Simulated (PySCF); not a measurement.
Gas-phase reaction: ethylsilane ⇌ H₃SiCCH + 2 H₂

Method: PySCF energies plus ideal-gas RRHO corrections (1 bar). † marks an energy on the PBE0/def2-TZVP geometry and frequencies; other levels use their own. MP2 freezes the core. All species are closed-shell singlets. B3LYP is the form with VWN-RPA correlation. MP2 isn't extrapolated to the basis-set limit; its ΔH°(298 K) is 288.4 kJ in def2-SVP and 268.7 kJ in def2-TZVPP. The harmonic model lacks anharmonicity and excited electronic states, which grow with temperature; levels with a mode under 35 cm⁻¹ are left out. Internal rotation in ethylsilane is treated as a harmonic vibration of one conformer, which makes the entropy rough.

```tsv
level	ΔE electronic, kJ	ΔH°(298 K), kJ	ΔS°(298 K), J/K	ΔG°(2500 K), kJ
B3LYP/def2-TZVP†	315	261	231	-361
BLYP/def2-TZVP†	283	229	231	-393
HF/def2-TZVP†	320	267	231	-356
M06-2X/def2-TZVP†	328	275	231	-348
MP2/def2-SVP†	342	288	231	-334
PBE0/def2-QZVP†	366	312	231	-310
PBE0/def2-TZVP	365	312	231	-311
LDA/def2-TZVP†	410	356	231	-267
ωB97X-V/def2-TZVP†	356	302	231	-320
```
ΔH° is lowest at BLYP/def2-TZVP† and highest at LDA/def2-TZVP†. No reference value is set beside these.
